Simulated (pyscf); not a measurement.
Single points on ωB97X-D3(BJ)/def2-SVP structures (PySCF, gas phase).

Q: `[OH][Y]([OH])[SH]` + `[OH2]` → `[OH][Y]([OH])[OH]` + `[SH2]`
Surface: singlet. Broken: S–Y, H–O. Formed: O–Y, H–S. Give ΔE‡ and ΔE from ωB97M-D3(BJ)/def2-TZVP, relative to the separated reactants.

A: ΔE‡ = -13.8 kcal/mol, ΔE = -3.4 kcal/mol. Zero-point energy shifts the barrier by -1.1 kcal/mol. It is a four-centre exchange, with an imaginary mode of 392i cm⁻¹. On the reactant side the descent ends in an adduct with a O–Y contact, 27.1 kcal/mol under the separated species and 11.8 kcal/mol under the saddle at ωB97X-D3(BJ)/def2-TZVP. On the product side the descent ends in an adduct with a S–Y contact, 18.1 kcal/mol under the separated species and 2.1 kcal/mol under the saddle at ωB97X-D3(BJ)/def2-TZVP. At ωB97M-D3(BJ) the saddle lies under the separated reactants, which points to a path from their complex (located at ωB97X-D3(BJ) alone). At ωB97M-D3(BJ) the saddle lies under the separated products, which points to a path from their complex (located at ωB97X-D3(BJ) alone). What is counted as formed (O–Y) is already present as a longer contact in the reactant adduct; forming that adduct is a step of its own. What is counted as broken (S–Y) persists as a longer contact in the product adduct; parting that adduct is a step of its own. One saddle was located; it need not be the lowest between these sides. Elements past Kr carry the def2 core potentials, without spin-orbit coupling.
